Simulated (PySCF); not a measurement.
Compound: N-methylformamide, C₂H₅NO.
SMILES: `CNC=O`

Computed, not measured: EOM-IP-CCSD/aug-cc-pVDZ in PySCF, restricted Hartree–Fock reference, frozen core, non-relativistic, gas phase, PBE0-D3(BJ)/def2-SVP geometry.

The vertical ionisation energies are 9.73, 9.98, 13.59, 13.96, 14.64, 15.70, 15.79, 18.50 eV.

Question: Which Hartree–Fock orbital leads each hole, and what is its Koopmans value −ε?

Answer: 
```json
{"leading hole (HF orbital)": "HOMO", "Koopmans (eV)": "10.78", "EOM-IP-CCSD (eV)": "9.73", "change (eV)": "-1.05", "one-hole share": "0.95"}
{"leading hole (HF orbital)": "HOMO-1", "Koopmans (eV)": "11.75", "EOM-IP-CCSD (eV)": "9.98", "change (eV)": "-1.77", "one-hole share": "0.94"}
{"leading hole (HF orbital)": "HOMO-2", "Koopmans (eV)": "14.65", "EOM-IP-CCSD (eV)": "13.59", "change (eV)": "-1.06", "one-hole share": "0.92"}
{"leading hole (HF orbital)": "HOMO-3", "Koopmans (eV)": "14.90", "EOM-IP-CCSD (eV)": "13.96", "change (eV)": "-0.94", "one-hole share": "0.96"}
{"leading hole (HF orbital)": "HOMO-4", "Koopmans (eV)": "16.26", "EOM-IP-CCSD (eV)": "14.64", "change (eV)": "-1.62", "one-hole share": "0.95"}
{"leading hole (HF orbital)": "HOMO-5", "Koopmans (eV)": "17.03", "EOM-IP-CCSD (eV)": "15.70", "change (eV)": "-1.33", "one-hole share": "0.94"}
{"leading hole (HF orbital)": "HOMO-6", "Koopmans (eV)": "17.64", "EOM-IP-CCSD (eV)": "15.79", "change (eV)": "-1.85", "one-hole share": "0.94"}
{"leading hole (HF orbital)": "HOMO-7", "Koopmans (eV)": "20.25", "EOM-IP-CCSD (eV)": "18.50", "change (eV)": "-1.75", "one-hole share": "0.93"}
```

Question: Does the order of the lines follow the orbital energies?

Answer: Yes, no two lines change places. The corrections run from -1.85 to -0.94 eV, with a mean of -1.42 eV over the 8 lines; no line lies above its Koopmans value.

Question: At what kinetic energies would He I light (21.22 eV) eject these electrons?

Answer: 11.49 eV (HOMO), 11.24 eV (HOMO-1), 7.63 eV (HOMO-2), 7.26 eV (HOMO-3), 6.58 eV (HOMO-4), 5.52 eV (HOMO-5), 5.43 eV (HOMO-6), 2.72 eV (HOMO-7).

Lines less than 0.15 eV apart could change places at a higher level. One root was sought for each valence orbital with −ε under 21 eV, eight at most, so deeper holes and satellites are missing; no vibrational structure.

Shape of the structure used: `[CH3:1][NH:2][CH:3]=[O:4]`: C1–N2–C3–O4 0°.

One conformer stands for the species.
